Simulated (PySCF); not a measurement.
**Löwdin shares of the frontier orbitals**

C4H3FO.
Geometry (GFN2-xTB, Å), atoms numbered from 1 in this order:
```
atom  x, y, z in Å
F1     2.464   -0.279    0.358
C2     1.156   -0.158    0.171
C3     0.402    0.930   -0.121
C4    -0.926    0.429   -0.197
C5    -0.849   -0.903    0.054
O6     0.430   -1.272    0.282
H7     0.738    1.936   -0.262
H8    -1.809    0.996   -0.410
H9    -1.591   -1.673    0.101
```

Computed, not measured: TDDFT CAM-B3LYP/def2-SVPD, vertical, gas phase, core orbitals frozen in the response (PySCF).

Frontier orbitals with the atoms that hold most of them (Löwdin shares over 4%, at most four atoms; ? is withheld):

| orbital | ε (eV) | atoms |
| --- | --- | --- |
| LUMO+2 | 1.86 | O6 15%, H8 15%, H9 14%, C2 14% |
| LUMO+1 | 1.43 | C2 21%, C3 16%, C5 16%, C4 12% |
| LUMO | 1.25 | ? |
| HOMO | -8.06 | C5 28%, C2 22%, C3 16%, C4 15% |
| HOMO-1 | -9.96 | ? |
| HOMO-2 | -12.64 | O6 18%, C4 17%, C3 16%, F1 16% |
| HOMO-3 | -13.19 | O6 34%, C4 25%, H8 14%, F1 9% |

Question: Which atoms hold the HOMO-1, and with what shares?

Answer: C4 (bonded to 2 C and H) 28%; C3 (bonded to 2 C and H) 27%; O6 (bonded to 2 C) 23%; C5 (bonded to C, O and H) 8%. By element: carbon 63% or more, oxygen 23%.

Question: Which atoms hold the LUMO, and with what shares?

Answer: C5 (bonded to C, O and H) 22%; C4 (bonded to 2 C and H) 19%; O6 (bonded to 2 C) 18%; C2 (bonded to C, F and O) 17%. By element: carbon 57% or more, oxygen 18%.

Question: How does S1 compare with the orbital gap of 9.32 eV?

Answer: S1 is at 6.31 eV (f = 0.150), 3.01 eV below the gap, made of HOMO→LUMO (97%). Without the coupling terms of the response equations the lowest excitation would equal the gap.

Question: Give energy, strength and leading configuration of S1 and S2, and follow the Löwdin shares of the leading atoms from the occupied to the empty orbital.

Answer: 
- S1 (6.31 eV, f 0.150), HOMO→LUMO (97%): C5 28% → 22%, C2 22% → 17%, C4 15% → 19%
- S2 (6.42 eV, f 0.0000), HOMO→LUMO+1 (93%): C5 28% → 16%, C2 22% → 21%, C3 16% → 16%

Time: 15 s of wall time. Hardware: Arm Neoverse V1, one thread, no GPU (shared host).
